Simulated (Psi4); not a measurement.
# singlet [HO2]− at 4 levels

We compute a comparison of 4 runs (B3LYP/6-31G*, DSD-PBEP86/def2-TZVPPD, wB97X-V/def2-TZVPPD) of singlet [HO2]−. 

Program for the calculation: Psi4 1.11.

### Step 1. Starting point

[HO2]−: 3 atoms, total charge -1, spin state singlet. As SMILES of the parent species, `[O]O`. The shape is that of a PBE0-D4/def2-TZVP optimisation. That shape belongs to the parent species and isn't relaxed for this state.

Bond lengths: O1–O2 1.309 Å, O2–H3 0.975 Å. Angles: O1–O2–H3 105.8°.

### Step 2. A single-point energy at B3LYP/6-31G(d) (spherical functions) (run 1)

Contents of ho2.json:

```json
{
  "schema_name": "qcschema_input",
  "schema_version": 1,
  "molecule": {
    "schema_name": "qcschema_molecule",
    "schema_version": 2,
    "symbols": ["O", "O", "H"],
    "geometry": [-0.67113623, 1.78002752, -0.16752422, -0.46211363, -0.67916757, -0.32586437, 1.13324986, -1.10085995, 0.49338859],
    "molecular_charge": -1,
    "molecular_multiplicity": 1,
    "fix_symmetry": "c1",
    "fix_com": true,
    "fix_orientation": true
  },
  "driver": "energy",
  "model": {
    "method": "b3lyp",
    "basis": "6-31G*"
  },
  "keywords": {
    "puream": true,
    "e_convergence": 1e-09,
    "d_convergence": 1e-08,
    "scf_type": "pk",
    "dft_radial_points": 99,
    "dft_spherical_points": 590,
    "scf_properties": ["LOWDIN_CHARGES", "MAYER_INDICES", "MULLIKEN_CHARGES"]
  }
}
```

Launch:

```sh
$ psi4 --qcschema ho2.json -n 1 --memory 1600MB
```

stdout:

```text
[...]
  Running in c1 symmetry.
[...]
  Nuclear repulsion =   32.530556958490422
[...]
  Multiplicity = 1
[...]
  Nalpha       = 9
  Nbeta        = 9
[...]
    Number of basis functions: 30
[...]
   @RKS iter   1:  -150.64648811382250   -1.20867e-01   2.39150e-02 ADIIS/DIIS
[...]
   @RKS iter  12:  -150.85872890720762    2.84217e-14   1.02325e-09 DIIS
[...]
    Orbital Energies [Eh]
    ---------------------
    Doubly Occupied:
       1A    -18.853676     2A    -18.721307     3A     -0.779461
       4A     -0.438876     5A     -0.166622     6A     -0.069344
       7A     -0.058273     8A      0.143250     9A      0.180414
[...]
  @RKS Final Energy:  -150.85872890720762
   => Energetics <=
    Nuclear Repulsion Energy =             32.5305569584904219
    One-Electron Energy =                -278.8699923197833641
    Two-Electron Energy =                 109.9425437059590820
    DFT Exchange-Correlation Energy =     -14.4618372518737477
    Empirical Dispersion Energy =           0.0000000000000000
    VV10 Nonlocal Energy =                  0.0000000000000000
    Total Energy =                       -150.8587289072076203
[...]
 Multipole Moments:
 ------------------------------------------------------------------------------------
     Multipole            Electronic (a.u.)      Nuclear  (a.u.)        Total (a.u.)
 ------------------------------------------------------------------------------------
 L = 1.  Multiply by 2.5417464519 to convert [e a0] to [Debye]
 Dipole X            :          8.9356167           -7.9327490            1.0028676
 Dipole Y            :         -8.9419841            7.7060196           -1.2359645
 Dipole Z            :          3.8614145           -3.4537201            0.4076944
 Magnitude           :                                                    1.6430357
[...]
```

The result, in JSON:

```text
{
 "driver": "energy",
 "model": {
  "method": "b3lyp",
  "basis": "6-31G*"
 },
 "success": true,
 "return_result": -150.85872890720762,
 "properties": {
  "calcinfo_nbasis": 30,
  "calcinfo_nmo": 30,
  "calcinfo_nalpha": 9,
  "calcinfo_nbeta": 9,
  "calcinfo_natom": 3,
  "nuclear_repulsion_energy": 32.53055695849042,
  "return_energy": -150.85872890720762,
  "scf_one_electron_energy": -278.86999231978336,
  "scf_two_electron_energy": 109.94254370595908,
  "scf_xc_energy": -14.461837251873748,
  "scf_dipole_moment": [1.0028676361305076, -1.2359644951161215, 0.4076943868103764],
  "scf_total_energy": -150.85872890720762,
  "scf_iterations": 12
 }
}
```

Wall time 3.9 s (1 thread of AMD EPYC 9R14 (Zen 4), shared host); peak memory 0.35 GiB.

### Step 3. The energy at B3LYP/6-31G(d) (Cartesian functions) (run 2)

Contents of calc.py:

```python
import psi4

psi4.set_memory('1600 MB')
psi4.set_num_threads(1)
psi4.set_output_file('psi4.out', False)

m = psi4.geometry("""
-1 1
O     -0.355150     0.941950    -0.088650
O     -0.244540    -0.359400    -0.172440
H      0.599690    -0.582550     0.261090
symmetry c1
""")

psi4.set_options({
    'puream': False,
    'e_convergence': 1e-09,
    'd_convergence': 1e-08,
    'scf_type': 'pk',
    'dft_radial_points': 99,
    'dft_spherical_points': 590,
})

E = psi4.energy('b3lyp/6-31G*')
print(f'b3lyp/6-31G* energy: {E:.10f} Eh')
```

Launch:

```sh
$ python calc.py
```

psi4.out:

```text
[...]
  Running in c1 symmetry.
[...]
  Nuclear repulsion =   32.530556905833272
[...]
  Multiplicity = 1
[...]
  Nalpha       = 9
  Nbeta        = 9
[...]
    Number of basis functions: 32
[...]
   @RKS iter   1:  -150.65044815499604   -1.24669e-01   2.26132e-02 DIIS/ADIIS
[...]
   @RKS iter  12:  -150.86349386043631    5.68434e-14   1.05678e-09 DIIS
[...]
    Orbital Energies [Eh]
    ---------------------
    Doubly Occupied:
       1A    -18.861959     2A    -18.726701     3A     -0.781474
       4A     -0.440949     5A     -0.169038     6A     -0.072221
       7A     -0.060275     8A      0.140939     9A      0.178221
[...]
  @RKS Final Energy:  -150.86349386043631
   => Energetics <=
    Nuclear Repulsion Energy =             32.5305569058332722
    One-Electron Energy =                -278.8296730372951515
    Two-Electron Energy =                 109.8843260727988707
    DFT Exchange-Correlation Energy =     -14.4487038017732807
    Empirical Dispersion Energy =           0.0000000000000000
    VV10 Nonlocal Energy =                  0.0000000000000000
    Total Energy =                       -150.8634938604363072
[...]
 Multipole Moments:
 ------------------------------------------------------------------------------------
     Multipole            Electronic (a.u.)      Nuclear  (a.u.)        Total (a.u.)
 ------------------------------------------------------------------------------------
 L = 1.  Multiply by 2.5417464519 to convert [e a0] to [Debye]
 Dipole X            :         -0.3758523            0.8880226            0.5121702
 Dipole Y            :          0.0603762           -0.7976444           -0.7372682
 Dipole Z            :          0.0000000            0.0000000            0.0000000
 Magnitude           :                                                    0.8977097
[...]
```

Standard output:

```text
b3lyp/6-31G* energy: -150.8634938604 Eh
```

Run time: 4.5 s. Hardware: 1 thread of AMD EPYC 9R14 (Zen 4), shared host; peak memory 0.36 GiB.

Run 3 isn't shown in full; the table further down has it.

### Step 4. A single-point energy at wB97X-V/def2-TZVPPD (run 4)

Contents of run.py:

```python
import psi4

psi4.set_memory(1600000000)
psi4.set_num_threads(1)
psi4.core.set_output_file('ho2.out', False)

m = psi4.geometry("""
-1 1
O     -0.67113623     1.78002752    -0.16752422
O     -0.46211363    -0.67916757    -0.32586437
H      1.13324986    -1.10085995     0.49338859
units bohr
symmetry c1
no_reorient
no_com
""")

options = {'basis': 'def2-TZVPPD', 'puream': True, 'e_convergence': 1e-09, 'd_convergence': 1e-08, 'scf_type': 'pk', 'dft_radial_points': 99, 'dft_spherical_points': 590}
psi4.set_options(options)

e, wfn = psi4.energy('WB97X-V', molecule=m, return_wfn=True)
print(f'total energy {e:.8f} hartree = {e * 27.211386:.5f} eV')
```

Launch:

```sh
$ python run.py
```

ho2.out:

```text
[...]
  Running in c1 symmetry.
[...]
  Nuclear repulsion =   32.530556958490422
[...]
  Multiplicity = 1
[...]
  Nalpha       = 9
  Nbeta        = 9
[...]
    Number of basis functions: 97
[...]
   @RKS iter   1:  -150.71787049578469   -3.69987e-01   7.24846e-03 DIIS/ADIIS
[...]
   @RKS iter  14:  -150.93655292350689   -6.93490e-12   3.28796e-09 DIIS
[...]
    Orbital Energies [Eh]
    ---------------------
    Doubly Occupied:
       1A    -18.990871     2A    -18.885882     3A     -0.982537
       4A     -0.634872     5A     -0.346628     6A     -0.253405
       7A     -0.245727     8A     -0.047374     9A     -0.010399
[...]
  @RKS Final Energy:  -150.93655292350689
   => Energetics <=
    Nuclear Repulsion Energy =             32.5305569584904219
    One-Electron Energy =                -277.7286790852947433
    Two-Electron Energy =                 106.7479121336829166
    DFT Exchange-Correlation Energy =     -12.5606585252453726
    Empirical Dispersion Energy =           0.0000000000000000
    VV10 Nonlocal Energy =                  0.0743155948598818
    Total Energy =                       -150.9365529235068948
[...]
 Multipole Moments:
 ------------------------------------------------------------------------------------
     Multipole            Electronic (a.u.)      Nuclear  (a.u.)        Total (a.u.)
 ------------------------------------------------------------------------------------
 L = 1.  Multiply by 2.5417464519 to convert [e a0] to [Debye]
 Dipole X            :          9.0033032           -7.9327490            1.0705542
 Dipole Y            :         -9.1465223            7.7060196           -1.4405026
 Dipole Z            :          3.8755453           -3.4537201            0.4218251
 Magnitude           :                                                    1.8436568
[...]
```

The script printed:

```text
total energy -150.93655292 hartree = -4107.19280 eV
```

Run time: 27 s. Hardware: 1 thread of AMD EPYC 9R14 (Zen 4), shared host; peak memory 0.92 GiB.

### Step 5. Overview of the runs

```
run                                                     level  Cartesian functions                 properties  energy (Eh)  HOMO energy (eV)  LUMO energy (eV)  HOMO–LUMO gap (eV)  wall time
  1                        B3LYP/6-31G* (spherical functions)                   no  (lowdin, mayer, mulliken)  -150.858729              4.91              9.12                4.21      3.9 s
  2                        B3LYP/6-31G* (Cartesian functions)                  yes                          –  -150.863494              4.85              9.04                4.19      4.5 s
  3  DSD-PBEP86/def2-TZVPPD (density fitting for correlation)                   no                          –  -150.770956             -0.34              5.80                6.13      7.8 s
  4                                       wB97X-V/def2-TZVPPD                   no                          –  -150.936553             -0.28              6.13                6.42       27 s
```

### Step 6. What came out

| quantity | value |
| --- | --- |
| run 4: total energy | -150.93655 Eh |
| run 4: HOMO energy | -0.28 eV |
| run 4: LUMO energy | 6.13 eV |
| run 4: HOMO–LUMO gap (to an unbound level, set by the basis) | 6.42 eV |

**Reading.** The HOMO–LUMO gap runs from 4.19 eV (B3LYP/6-31G*) to 6.42 eV (wB97X-V/def2-TZVPPD). The two ends differ in method and basis. The empty levels of an anion lie above zero and hang on the basis. Totals of different functionals can't be ranked against each other. In runs 1, 2 the HOMO lies above zero, so the outermost electron may be held by the basis alone. All runs together took 44 s, the longest 27 s.
